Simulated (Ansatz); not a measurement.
Mulliken charges of `C=C(F)SC` from ωB97M-V/def2-TZVPP in Ansatz (PBE0-D4/def2-TZVP geometry).

```json
{"atom": "C1", "x (Å)": "1.672", "y (Å)": "-0.424", "z (Å)": "1.162", "charge (e)": "-0.237"}
{"atom": "C2", "x (Å)": "0.849", "y (Å)": "0.203", "z (Å)": "0.336", "charge (e)": "0.144"}
{"atom": "F3", "x (Å)": "1.297", "y (Å)": "0.666", "z (Å)": "-0.842", "charge (e)": "-0.193"}
{"atom": "S4", "x (Å)": "-0.810", "y (Å)": "0.604", "z (Å)": "0.686", "charge (e)": "-0.005"}
{"atom": "C5", "x (Å)": "-1.601", "y (Å)": "0.126", "z (Å)": "-0.863", "charge (e)": "-0.357"}
{"atom": "H6", "x (Å)": "1.295", "y (Å)": "-0.842", "z (Å)": "2.083", "charge (e)": "0.114"}
{"atom": "H7", "x (Å)": "2.725", "y (Å)": "-0.508", "z (Å)": "0.927", "charge (e)": "0.113"}
{"atom": "H8", "x (Å)": "-1.170", "y (Å)": "0.672", "z (Å)": "-1.700", "charge (e)": "0.148"}
{"atom": "H9", "x (Å)": "-2.651", "y (Å)": "0.401", "z (Å)": "-0.760", "charge (e)": "0.134"}
{"atom": "H10", "x (Å)": "-1.523", "y (Å)": "-0.948", "z (Å)": "-1.026", "charge (e)": "0.140"}
```

**Question.** By hand: the dipole of these point charges (1 e Å = 4.8032 D).

**Answer.** Σ q r = (-0.235, -0.180, 0.085) e Å, of length 0.308 e Å = 1.48 D.

**Question.** How does the dipole of the full density compare? (Best estimate.)

**Answer.** Ansatz gave: (-0.158, -0.179, -0.056) e Å, 1.18 D; the point charges give 1.25 times that, at 31° from its direction.

Point charges leave out the atoms' own dipoles, such as those of lone pairs, and Mulliken's split depends on the basis, so the two needn't agree.
